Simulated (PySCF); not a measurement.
Gas-phase reaction: 2 (CH3)3SiOH + 3 C2H2 (acetylene) ⇌ 2 H3SiOH + 3 C4H6 (butadiene)

Energies from PySCF, thermal terms from the rigid-rotor harmonic-oscillator model, ideal gas at 1 bar. † marks an energy on the PBE0/def2-TZVP geometry and frequencies; other levels use their own. MP2 and CCSD(T) freeze the core. 6-31G* has spherical d functions here. All species are closed-shell singlets. B3LYP is the form with VWN-RPA correlation. H3SiOH: computed as isolated molecules; such fragments, hydroxides, amides, oligomers or adducts are transient or little studied in the gas. MP2 isn't extrapolated to the basis-set limit. CCSD(T) isn't extrapolated to the basis-set limit.

```tsv
level	ΔH°(298 K), kJ
B3LYP/6-31G*	-54
B3LYP/def2-TZVP†	?
BLYP/def2-TZVP†	-27
CCSD(T)/def2-SVP†	-30
HF/def2-TZVP†	?
MP2/def2-SVP†	26
MP2/def2-TZVPP†	86
PBE/def2-TZVP†	-13
PBE0/def2-TZVP	?
r2SCAN/def2-TZVP†	16
ωB97X-V/def2-TZVP†	?
```

Question: Some entries are withheld; supply them.

Answer: 
- B3LYP/def2-TZVP†, ΔH°(298 K), kJ: -14
- HF/def2-TZVP†, ΔH°(298 K), kJ: -13
- PBE0/def2-TZVP, ΔH°(298 K), kJ: 1
- ωB97X-V/def2-TZVP†, ΔH°(298 K), kJ: 38
